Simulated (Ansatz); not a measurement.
# C₈H₁₈: small, medium and large basis sets

One table from this session's results is given with a row withheld; the runs are named, their logs left out.

Program: Ansatz 0.2.0, Gaussian basis. Level of theory: one geometry, several basis sets. These are calculated values, not measurements.

Plan: PBE0-D4/def2-SVP; ωB97M-V/def2-SVP; PBE0-D4/def2-QZVPP; ωB97M-V/def2-QZVPP; the functionals' def2-TZVPP values are taken from earlier runs.

## The relaxed structure

The geometry comes from an earlier relaxation with PBE0-D4 in a triple-zeta def2 set; it is a stationary point, not always the lowest conformer.

SMILES `CCCCC(C)CC`, 26 atoms, charge 0, spin multiplicity 1.

Atoms are counted from 1 here; the program's logs count them from 0.

Bond lengths: C1–C2 1.519 Å, C1–H9 1.092 Å, C1–H10 1.094 Å, C1–H11 1.094 Å, C2–C3 1.521 Å, C2–H12 1.097 Å, C2–H13 1.095 Å, C3–C4 1.523 Å, C3–H14 1.096 Å, C3–H15 1.096 Å, C4–C5 1.529 Å, C4–H16 1.098 Å, C4–H17 1.097 Å, C5–C6 1.523 Å, C5–C7 1.526 Å, C5–H18 1.098 Å, C6–H19 1.095 Å, C6–H20 1.092 Å and more. Angles: C2–C1–H9 111.7°, C2–C1–H10 111.1°, C2–C1–H11 111.0°, H9–C1–H10 107.7°, H9–C1–H11 107.7°, H10–C1–H11 107.4°, C1–C2–C3 112.7°, C1–C2–H12 109.7°, C1–C2–H13 109.3°, C3–C2–H12 109.2°, C3–C2–H13 109.8°, H12–C2–H13 105.9°, C2–C3–C4 114.5°, C2–C3–H14 108.7°, C2–C3–H15 109.2°, C4–C3–H14 108.3°, C4–C3–H15 110.3°, H14–C3–H15 105.4° and more.

Set-up of the first run:

The input, in.yaml:

```yaml
crystal:
  periodic: [false, false, false]
  atoms:
    - {symbol: C, position_ang: [-0.512363, -2.767280, 2.090652]}
    - {symbol: C, position_ang: [0.214276, -1.735369, 1.245561]}
    - {symbol: C, position_ang: [-0.135250, -0.307837, 1.635647]}
    - {symbol: C, position_ang: [0.655489, 0.761072, 0.892079]}
    - {symbol: C, position_ang: [0.545156, 0.754217, -0.632852]}
    - {symbol: C, position_ang: [1.446036, 1.837094, -1.210619]}
    - {symbol: C, position_ang: [-0.900671, 0.906168, -1.098141]}
    - {symbol: C, position_ang: [-1.091372, 0.822213, -2.603723]}
    - {symbol: H, position_ang: [-0.253803, -3.786611, 1.794655]}
    - {symbol: H, position_ang: [-0.263728, -2.654805, 3.149817]}
    - {symbol: H, position_ang: [-1.596751, -2.659185, 1.995822]}
    - {symbol: H, position_ang: [1.297785, -1.878517, 1.336974]}
    - {symbol: H, position_ang: [-0.023058, -1.900561, 0.189204]}
    - {symbol: H, position_ang: [0.043660, -0.183085, 2.710136]}
    - {symbol: H, position_ang: [-1.211025, -0.150049, 1.498586]}
    - {symbol: H, position_ang: [0.347478, 1.749764, 1.255695]}
    - {symbol: H, position_ang: [1.714990, 0.660576, 1.158117]}
    - {symbol: H, position_ang: [0.911592, -0.214190, -0.999556]}
    - {symbol: H, position_ang: [1.093992, 2.831058, -0.914578]}
    - {symbol: H, position_ang: [1.481093, 1.806555, -2.301148]}
    - {symbol: H, position_ang: [2.470401, 1.727263, -0.845135]}
    - {symbol: H, position_ang: [-1.290132, 1.863546, -0.727985]}
    - {symbol: H, position_ang: [-1.510946, 0.130079, -0.626019]}
    - {symbol: H, position_ang: [-2.151319, 0.848283, -2.867010]}
    - {symbol: H, position_ang: [-0.605770, 1.648905, -3.126321]}
    - {symbol: H, position_ang: [-0.675761, -0.109322, -2.999857]}
basis:
  gaussian: {orbitals: def2-SVP}
hamiltonian: {xc: pbe0, dispersion: d4}
output: {orbitals: {seedname: orbitals}}
```

Steps of the session up to this table: PBE0-D4 in def2-SVP; ωB97M-V in def2-SVP; PBE0-D4 in def2-QZVPP; ωB97M-V in def2-QZVPP.

One of the session's tables, all rows but one given; the rest of the session is left out.

It belongs to the step «Functionals by basis». 

```
functional       basis  HOMO (eV)  LUMO (eV)
   PBE0-D4    def2-SVP      -8.49       1.72
   PBE0-D4  def2-TZVPP      -8.50       1.13
   PBE0-D4  def2-QZVPP      -8.51       0.74
   ωB97M-V    def2-SVP          ?          ?
   ωB97M-V  def2-TZVPP     -10.80       2.53
   ωB97M-V  def2-QZVPP     -10.80       1.87
```

**Question.** Estimate the row for ωB97M-V, def2-SVP.

**Answer.** HOMO (eV): -10.78; LUMO (eV): 3.36. In the column «HOMO (eV)» it lies between ωB97M-V, def2-QZVPP (-10.80) and PBE0-D4, def2-QZVPP (-8.51).
